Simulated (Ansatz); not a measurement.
# How far each method lies from full CI for HAlSi, singlet

Geometry: a PBE0/def2-TZVP stationary point for this spin, not checked as a minimum. The triplet lies 0.6 eV lower here.

```yaml
atoms:
  - { symbol: Si, position_ang: [0.0000, 0.0000, 2.1008] }
  - { symbol: Al, position_ang: [0.0000, 0.0000, -0.2530] }
  - { symbol: H, position_ang: [0.0000, 0.0000, -1.8478] }
```

Basis 6-31G; Ansatz 0.2.0. Correlated methods freeze the noble-gas cores, which leaves 8 electrons in 18 orbitals. Prefix R: restricted or restricted open-shell reference; prefix U: unrestricted. Active spaces: valence = (8e, 9o) chosen from the atoms' valence shells.

Full CI is exact within this basis and frozen core; it isn't the basis-set limit. The frozen core follows each run's orbitals, which can shift R against U totals by a few meV.

The determinant fills πx and πy unequally, so it is a mixture of Σ and Δ, which weighs on every level built on one determinant.

The UHF ⟨S²⟩ is 1.000, the T1 diagnostic (RCCSD) is 0.0288 and the largest doubles amplitude (RCCSD) is 0.172.

```tsv
level	E − E(full CI) (kJ/mol)	share of correlation (%)	wall time
RHF	277.5	0.00	–
UHF†	209.6	–	–
RMP2	87.7	68.39	–
UMP2†	41.8	–	–
CISD	37.3	86.55	0.39 s
RCCSD	18.8	93.22	–
UCCSD*†	-26.4	–	–
RCCSD(T)	10.7	96.16	0.6 s
UCCSD(T)*†	-39.7	–	3.6 s
BCCD(T)	11.0	96.05	0.6 s
RCCSDT*	4.8	98.26	–
UCCSDT*†	-54.8	–	–
CISDTQ	4.4	98.42	2.1 s
RCCSDT(Q)*	1.0	99.64	1.1 s
UCCSDT(Q)*†	-58.5	–	5.5 s
RCCSDTQ*	0.2	99.92	5.5 s
UCCSDTQ*†	-58.1	–	30 s
CASSCF (valence space)	62.5	77.47	–
NEVPT2 (valence space)	19.4	93.02	5.5 s
NEVPT4(SD) (valence space)	3.0	98.93	7 s
MRCISD (valence space)	1.6	99.43	–
MRCISD+Q (valence space)	0.2	99.93	9.5 s
```

An asterisk marks runs whose energy the program itself flagged as in doubt. A dagger marks rows that describe another state than the reference (another or a broken symmetry, a higher spin or other natural occupations), so the difference isn't the method's error.

The correlation energy at full CI, counted from RHF, is -2.876 eV. That run took 19 s on 1 thread of INTEL XEON PLATINUM 8581C, shared host over 2,341,648 determinants.

Times hold each run's SCF and search for its determinant on a shared host, so for small cases they say little of a method's own cost; they ran on 1 thread of INTEL XEON PLATINUM 8581C. Some runs computed forces too.

Unrestricted levels hold only the spin's projection, and here they fall towards a lower state of higher spin.

The full-CI state has the irrep A1 of C2v, in the program's axes (one component, if the state is degenerate).

Natural occupations of full CI about the gap: 1.965 1.958 1.920 0.970 0.942 0.067 0.065 0.063 0.018 0.008; effectively unpaired electrons, Σ n²(2−n)², 2.08. No single determinant describes this state well, so single-reference rows can miss without a flag.
